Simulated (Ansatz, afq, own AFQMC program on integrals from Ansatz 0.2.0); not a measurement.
Where AFQMC and coupled cluster stand for Mg₂, triplet

```xyz
2

Mg    0.0000    0.0000    0.0000
Mg    0.0000    0.0000    2.7658
```

Basis cc-pVDZ. Only valence electrons are correlated. Integrals, coupled cluster, full CI and functionals: Ansatz 0.2.0; the random walks run on the same integrals in our own AFQMC program. ph-AFQMC/CISD is guided by a CISD state made of CCSD amplitudes; releasing the constraint for a short imaginary time cuts its bias at the price of noise, slowly where states lie close. Error bars are statistical, one sigma.

Determinant: UHF, the one that the program's search chose, which needn't be the lowest solution. The geometry is a PBE0/def2-TZVP stationary point of this or a neighbouring charge and spin state.

Full CI on the same integrals is exact in this basis and with this determinant's frozen core.

Cautions: another spin lies lower (by 1.29 eV); the search met a lower determinant of the same kind, perhaps of another symmetry (89 meV lower), and this one is a saddle point; strong correlation (T1 0.058, weight of the determinant 0.88, largest double 0.10); unrestricted determinant spin contaminated (⟨S²⟩ 2.16 against 2.00); the released energies are still falling, so no released level is given (meV from the phaseless value at times in 1/Eh: -4 ± 6 at 0.24, -8 ± 6 at 0.51, -10 ± 4 at 0.99, -10 ± 3 at 1.62, -17 ± 3 at 2.40).

* T1 diagnostic: 0.0580
* weight of the determinant in the CISD state: 0.880
* ⟨S²⟩ of the determinant: 2.163
* size of the correlated space: 4 electrons in 26 orbitals

```
  level  correlation energy (eV)
    MP2                  -0.8378
   CCSD                  -1.3329
CCSD(T)                  -1.3940
```

Question: Estimate where full CI lies against CCSD(T) on the same integrals.

Answer: 0.88 kcal/mol below CCSD(T).

Reference: full CI, correlation energy -1.432 eV.

```json
{"level": "CCSD(T)", "E − E(reference) (kcal/mol)": "0.88", "share of correlation (%)": "97.34"}
{"level": "CCSDT", "E − E(reference) (kcal/mol)": "0.08", "share of correlation (%)": "99.76"}
{"level": "CCSDT(Q)", "E − E(reference) (kcal/mol)": "0.02", "share of correlation (%)": "99.93"}
{"level": "ph-AFQMC/CISD", "E − E(reference) (kcal/mol)": "0.53 ± 0.08", "share of correlation (%)": "98.39"}
```

CCSDT and higher add their correlation energy to the determinant of the CCSD(T) run, since their own runs factorise the integrals more tightly (a shift of under 2 meV).
